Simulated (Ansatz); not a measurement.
Results of PBE (Ansatz, a first-principles code, plane waves, PAW) for tetradymite Bi₂Te₃.

Settings: plane-wave cutoff 520 eV, 10×10×10 k mesh, scalar-relativistic PAW data made under PBE.

Cell (relaxed at this level):

```cif
data_Bi2Te3
_chemical_formula_sum 'Bi2 Te3'
_space_group_name_H-M_alt 'P 1'
_space_group_IT_number 1
_cell_length_a 10.99577
_cell_length_b 10.99577
_cell_length_c 10.99577
_cell_angle_alpha 23.336
_cell_angle_beta 23.336
_cell_angle_gamma 23.336
loop_
_space_group_symop_operation_xyz
  'x, y, z'
loop_
_atom_site_label
_atom_site_type_symbol
_atom_site_fract_x
_atom_site_fract_y
_atom_site_fract_z
_atom_site_occupancy
Bi1 Bi 0.39737 0.39737 0.39737 1
Bi2 Bi 0.60263 0.60263 0.60263 1
Te1 Te 0.00000 0.00000 0.00000 1
Te2 Te 0.21572 0.21572 0.21572 1
Te3 Te 0.78428 0.78428 0.78428 1
```

Task: Predict the Young modulus, elastic constant C66, elastic constant C13, elastic constant C11, elastic constant C12, elastic constant C33 and elastic constant C44.

Result: 
- Young modulus = 27.8 GPa
- elastic constant C66 = 20.6 GPa
- elastic constant C13 = 8.32 GPa
- elastic constant C11 = 55.6 GPa
- elastic constant C12 = 14.3 GPa
- elastic constant C33 = 11.2 GPa
- elastic constant C44 = 9.28 GPa

Measured, for comparison: elastic constant C66 23.4 GPa, elastic constant C13 27.0 GPa, elastic constant C11 68.5 GPa, elastic constant C12 21.8 GPa, elastic constant C33 47.7 GPa, elastic constant C44 27.4 GPa (temperature not stated, no zero-point or thermal correction; as tabulated in Oses et al. (2018), arXiv:1811.08464). Computed (rounded) less measured: elastic constant C66 -12 %, elastic constant C13 -69 %, elastic constant C11 -19 %, elastic constant C12 -34 %, elastic constant C33 -77 %, elastic constant C44 -66 %.

Note: the cell comes from a level without a dispersion term, which matters for the spacing of layers, chains or molecules.

Elastic constants are with the ions relaxed.

Spin–orbit coupling is not included; it can shift volumes and moduli of such heavy elements.

Static lattice: no zero-point or thermal effects.
